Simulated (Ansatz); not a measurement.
**Question.** Name a neutral molecule of C, Cl and H with size of the dipole moment (B3LYP/def2-TZVPP) between 1.65 and 1.95 D and LUMO energy (PBE/def2-TZVPP) between -1.80 and -1.50 eV (Ansatz, PBE0-D4/def2-TZVP geometry).

**Answer.** `CC(Cl)(Cl)Cl` (1.77 D, -1.76 eV); `C=C=C(C)Cl` (1.68 D, -1.58 eV); `Cl/C=C/CCl` (1.70 D, -1.75 eV). Other molecules can fit too; these were computed, each in one conformer that needn't be the lowest.

B3LYP here is the variant with VWN-RPA as its local correlation; programs differ in this.
